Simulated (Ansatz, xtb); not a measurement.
Molecule: N₂, net charge 0, singlet state. SMILES: N#N
Coordinates optimised at B3LYP-D3(BJ)/def2-TZVP (Ansatz, an electronic-structure program):
```xyz
2

N      0.0000     0.0000    -0.5454
N      0.0000     0.0000     0.5454
```

Harmonic wavenumbers from GFN2-xTB (xtb, at its own minimum), cm⁻¹: 2439.

**Question.** Give the harmonic wavenumbers at B3LYP-D3(BJ)/def2-TZVP (Ansatz, finite differences of forces, unscaled).

**Answer.** 2453 cm⁻¹. Zero-point energy 3.5 kcal/mol.

**Question.** From these and the geometry, give the ideal-gas thermochemistry at 298.15 K and 1 atm (rigid rotor, harmonic oscillator).

**Answer.** Point group D∞h, rotational symmetry number 2. Rotational constants 60.64, 60.64 GHz. S(trans) 35.93, S(rot) 9.81, S(vib) 0.00, S(elec, spin only) 0.00, S 45.7 cal/(mol K). H(298) - H(0) 2.07 kcal/mol; G - E(el) -8.1 kcal/mol. Tabulated S at 1 bar: 45.8 cal/(mol K) (CRC Handbook, as tabulated in the package chemicals).
